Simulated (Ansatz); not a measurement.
Problem. Name a neutral molecule of C, N, Si and H with HOMO–LUMO gap (ωB97M-V/def2-TZVPP) between 13.55 and 13.85 eV and HOMO–LUMO gap (PBE/def2-TZVPP) between 6.80 and 7.10 eV (Ansatz, PBE0-D4/def2-TZVP geometry).

Solution. `N#C[SiH3]` (13.59 eV, 6.92 eV). Other molecules can fit too; these were computed, each in one conformer that needn't be the lowest.
